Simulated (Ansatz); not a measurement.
**AlH₃O (triplet): the correlation ladder at distance Al1–H4 along a hydrogen transfer = 1.692 Å, cc-pVDZ**

Aim: climb from Hartree-Fock through coupled cluster and multireference methods for AlH₃O (triplet) at one geometry and basis, and see what each rung misses.

Program: Ansatz 0.2.0, Gaussian basis. Level of theory: cc-pVDZ, core rule «outside noble gas», up to 6 orbitals frozen. These are calculated values, not measurements.

The runs, in order: UHF; CCSD(T) on ROHF; CCSD(T) on UHF; BCCD(T) on ROHF; CISD; CCSDT(Q) on ROHF; CCSDT(Q) on UHF; CASSCF and MRCISD+Q, 4 electrons in 4 orbitals; CASSCF and NEVPT2, 4 electrons in 4 orbitals.

13 further runs of the same task are left out: 9 for a known fault of the program, 4 that didn't finish.

### 1 The system

The geometry derives from fragments relaxed apart (PBE0/def2-TZVP) and kept rigid, so it is no stationary point. A hydrogen atom is moved between rigid fragments.

5 atoms, charge 0, spin multiplicity 3.

Atoms are counted from 1 here; the program's logs count them from 0.

Bond lengths: Al1–H2 1.586 Å, Al1–H3 1.586 Å, Al1–H4 1.692 Å. Angles: H2–Al1–H3 120.0°, H2–Al1–H4 120.0°, H3–Al1–H4 120.0°.

### 2 UHF

Contents of in.yaml:

```yaml
crystal:
  periodic: [false, false, false]
  atoms:
    - {symbol: Al, position_ang: [-1.157293, 0.000000, 0.000000]}
    - {symbol: H, position_ang: [-1.950217, 1.373384, 0.000000]}
    - {symbol: H, position_ang: [-1.950217, -1.373384, 0.000000]}
    - {symbol: H, position_ang: [0.534707, 0.000000, 0.000000]}
    - {symbol: O, position_ang: [2.163707, 0.000000, 0.000000]}
basis:
  gaussian: {orbitals: cc-pVDZ}
magnetization: {spin_polarized: true, initial_magnetization: 2}
hamiltonian: {xc: hf}
output: {orbitals: {seedname: orbitals}}
```

Started as:

```bash
$ ansatz run in.yaml --threads 1 --pin off --events-out ev --progress --plain --max-ram 2393MiB
```

After this run come: CCSD(T) on ROHF; CCSD(T) on UHF; BCCD(T) on ROHF; CISD; CCSDT(Q) on ROHF; CCSDT(Q) on UHF; CASSCF and MRCISD+Q, 4 electrons in 4 orbitals; CASSCF and NEVPT2, 4 electrons in 4 orbitals.

Before running them: what should the planned runs give, taken together? Wanted: UCCSDT(Q) below the RHF energy; RMP2 from UCCSDT(Q); UMP2 from UCCSDT(Q); RCCSD from UCCSDT(Q); RCCSD(T) from UCCSDT(Q); UCCSD(T) from UCCSDT(Q); RCCSDT(Q) from UCCSDT(Q); NEVPT2 pair from UCCSDT(Q); MRCISD+Q pair from UCCSDT(Q).

The runs gave:

```
                         quantity                                                   value
   UCCSDT(Q) below the RHF energy                                              -6.5009 eV
              RMP2 from UCCSDT(Q)                                             +1226.6 meV
              UMP2 from UCCSDT(Q)                                             +1207.0 meV
             RCCSD from UCCSDT(Q)                                              +103.7 meV
          RCCSD(T) from UCCSDT(Q)                                               +26.0 meV
          UCCSD(T) from UCCSDT(Q)                                               +24.9 meV
         RCCSDT(Q) from UCCSDT(Q)                                                +1.3 meV
       NEVPT2 pair from UCCSDT(Q)                                             +1158.3 meV
     MRCISD+Q pair from UCCSDT(Q)                                               +67.4 meV
levels within 1 kcal/mol (43 meV)  RCCSD(T), UCCSD(T), BCCD(T), RCCSDT, UCCSDT, RCCSDT(Q)
                    T1 diagnostic                                                   0.028
```

RCCSD(T) lands +26.0 meV from the yardstick (0.4 % of the correlation energy). Of the multireference levels listed MRCISD+Q pair comes nearest in total energy (+67.4 meV), which doesn't show that its space is the better one. These misses are within one basis, not against nature; the frozen cores of restricted and unrestricted runs differ, which can shift their rows.
